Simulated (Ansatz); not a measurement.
Computed with Ansatz on PBE0-D4/def2-TZVP structures; ΔE is electronic, products minus reactants. CCSD(T)/CBS adds triple-zeta CCSD(T) − MP2 to the extrapolated MP2 energy (def2 sets, frozen cores). This one scheme is used for every species. Functionals use def2-TZVPP. One conformer a species, not always the lowest.

`C=C(N)S` + fluoromethane → `C=C(N)CF` + H₂S  (formal exchange of groups at a C–S bond)

```csv
level,ΔE (kcal/mol)
ωB97M-V,-7.3
SCS-MP2/def2-QZVPP,-5.9
```

(1) What does CCSD(T)/CBS give? (An estimate is asked.)

Largest T1 diagnostic among the species: 0.012.

Answers

(1) Ansatz gave: -6.7 kcal/mol. The listed levels differ from it by -0.6, 0.8 kcal/mol.
